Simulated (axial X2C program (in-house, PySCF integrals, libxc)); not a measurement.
Worked dissociation energy of Li₂⁺: PBE0, spin-free

All values were computed with an axial X2C code built on PySCF integrals. Spin-free means the one-electron spin-free X2C Hamiltonian. Basis: Li dyall-cv3z [7s8p2d] (cores contracted in-house); Gaussian nuclei, density fitting, unrestricted open shells. Masses: Li 7.016 u.

Molecular state: M_S = 1/2, Λ = 0 (beyond evenly filled blocks: σα).

* E(Li+) (2M_S = 0, M_L = 0): -7.263162 hartree
* E(Li) (2M_S = 1, M_L = 0): -7.467898 hartree
* E(Li₂⁺) at Re: -14.778776 hartree
* ωe: 251.0 cm⁻¹
* ωexe: 1.86 cm⁻¹

(1) Work out De and D0.

One determinant describes the state; a PBE0 search over occupations chose it and may have missed a lower one. Dissociation energies refer to the lowest single-determinant-based atoms at the same level and basis.

Each atomic determinant is the lowest at this level and need not be a pure term. Totals compare only within one Hamiltonian and basis.

Results:

(1) De = -7.263162 + (-7.467898) − (-14.778776) = 0.04772 hartree = 1.298 eV. The zero-point energy is ωe/2 − ωexe/4 = 125 cm⁻¹ = 0.015 eV, so D0 = 1.283 eV.
